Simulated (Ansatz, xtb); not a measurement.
# Relative energy of two structures of CH3BCl+

Structure X: a singlet given by its coordinates. Structure Y: `B[CH+]Cl`, a singlet. Both are isolated ions in the gas phase, relaxed with PBE-D3(BJ)/def2-SVP; the shapes shown needn't be the lowest conformers.

X (Å):

```xyz
6

C     0.6394    0.7028   -2.1000
B    -0.3361    0.6284   -0.9459
Cl    1.1532   -0.3120   -0.4743
H    -1.3543    0.8396   -0.3527
H     1.3473    1.5481   -2.2164
H     0.5974   -0.0075   -2.9504
```

Close contacts (Å): C1–B2 1.51, C1–Cl3 1.98, B2–Cl3 1.82, C1–H5 1.11, C1–H6 1.11, B2–H4 1.20.

Y (Å):

```yaml
atoms:
  - { symbol: C, position_ang: [-0.7812, 0.4187, 0.1824] }
  - { symbol: B, position_ang: [-0.6215, -1.0081, -0.3357] }
  - { symbol: Cl, position_ang: [-1.5165, 0.7833, 1.6032] }
  - { symbol: H, position_ang: [-1.4789, -1.4905, -1.0578] }
  - { symbol: H, position_ang: [0.3801, -1.6463, -0.0548] }
  - { symbol: H, position_ang: [-0.3961, 1.2930, -0.3944] }
```

Q: Estimate which is lower in electronic energy at CCSD(T)/def2-TZVPP, and by roughly how much.

A: The CCSD(T)/def2-TZVPP calculation puts structure X lower, by 1.274 eV.

How the difference moves with the method:

```json
{"level": "GFN2-xTB", "geometry": "GFN2-xTB", "E(Y) − E(X) (eV)": "+0.906", "departure from the last row (eV)": "−0.367", "job, with rough time for the two": "optimisation, 0.12 s"}
{"level": "HF/STO-3G", "geometry": "GFN2-xTB", "E(Y) − E(X) (eV)": "+0.951", "departure from the last row (eV)": "−0.322", "job, with rough time for the two": "single point, 0.16 s"}
{"level": "r2SCAN-D4/def2-SVP", "geometry": "GFN2-xTB", "E(Y) − E(X) (eV)": "+1.064", "departure from the last row (eV)": "−0.210", "job, with rough time for the two": "single point, 2.7 s"}
{"level": "PBE-D3(BJ)/def2-SVP", "geometry": "PBE-D3(BJ)/def2-SVP", "E(Y) − E(X) (eV)": "+1.159", "departure from the last row (eV)": "−0.115", "job, with rough time for the two": "optimisation, 18 s"}
{"level": "HF/def2-TZVPP", "geometry": "PBE-D3(BJ)/def2-SVP", "E(Y) − E(X) (eV)": "+1.069", "departure from the last row (eV)": "−0.205", "job, with rough time for the two": "part of the CCSD(T) run"}
{"level": "MP2/def2-TZVPP", "geometry": "PBE-D3(BJ)/def2-SVP", "E(Y) − E(X) (eV)": "+1.411", "departure from the last row (eV)": "+0.137", "job, with rough time for the two": "part of the CCSD(T) run"}
{"level": "CCSD(T)/def2-TZVPP", "geometry": "PBE-D3(BJ)/def2-SVP", "E(Y) − E(X) (eV)": "+1.274", "departure from the last row (eV)": "", "job, with rough time for the two": "single point, 41 s"}
```

The levels shown agree on the order. The largest departure from CCSD(T)/def2-TZVPP is that of GFN2-xTB, 0.367 eV.

With harmonic frequencies from PBE-D3(BJ)/def2-SVP (ideal gas, rigid rotor, one conformer each, 400 K, 1 atm): on the last row, ΔE + ΔZPE = +1.181, ΔH = +1.200, ΔG = +1.156 eV.

The T1 diagnostic of structure Y is large, so the coupled-cluster value is less sure. The correlated steps freeze 7 core orbitals. Codes used: Ansatz 0.2.0, xtb 6.7.1; the last row on 1 thread of Arm Neoverse V2 on a shared host.
